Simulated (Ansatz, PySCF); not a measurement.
Gas-phase enthalpy of formation at 298 K, by the atomisation route, of OO (H2O2) (SMILES; H2O2, hydrogen peroxide). Geometries: B3LYP-D3(BJ)/def2-TZVP minima from Ansatz (a quantum-chemistry and plane-wave program), one conformer each, not searched for the lowest. Cores are frozen in the correlated levels unless marked. UHF or UKS for open shells. Spin-orbit coupling is left out. No relativistic terms. Basis-set limits of correlation are two-point, X^-3; Hartree-Fock from the larger set. Thermal terms are rigid-rotor harmonic-oscillator values from B3LYP-D3(BJ) frequencies (PySCF) at 298.15 K and 1 atm. 1 Eh = 627.5095 kcal/mol.

```csv
species,count,"E, CCSD(T)/CBS(def2-TZVPPD,def2-QZVPPD) (Ansatz) (Eh)","E, PBE/def2-TZVPD (Ansatz) (Eh)",measured ΔHf at 0 K (kcal/mol),H(298) - H(0) of the element (kcal/mol)
OO (H2O2),1,-151.43638,-151.46783,-,-
H atom,2,-0.49998,-0.49962,51.63,1.01
O atom,2,-75.00412,-75.01069,58.99,1.04
```

Molecule: zero-point energy 16.52, H(298) - H(0) 2.62 kcal/mol. The route leaves out scalar relativity and anharmonic zero-point terms, the atoms' spin-orbit terms, and in the frozen-core level the core correlation. Atomic data: G2/97 table in ASE.

Question: Work out De, D0 and ΔHf at 0 and 298 K at both levels, and their errors against the measured value.

Answer: 
The atoms' values sum to 221.24 (0 K) and 4.10 (thermal), in kcal/mol.
- CCSD(T)/CBS(def2-TZVPPD,def2-QZVPPD): De = 268.69; D0 = 268.69 - 16.52 = 252.17; ΔHf(0 K) = 221.24 - 252.17 = -30.93; ΔHf(298 K) = -30.93 + 2.62 - 4.10 = -32.41; error -0.0.
- PBE/def2-TZVPD: De = 280.63; D0 = 280.63 - 16.52 = 264.11; ΔHf(0 K) = 221.24 - 264.11 = -42.87; ΔHf(298 K) = -42.87 + 2.62 - 4.10 = -44.35; error -12.0.
Measured: -32.4 kcal/mol (Active Thermochemical Tables 1.112 (ions: stationary electron), as tabulated in the package chemicals).
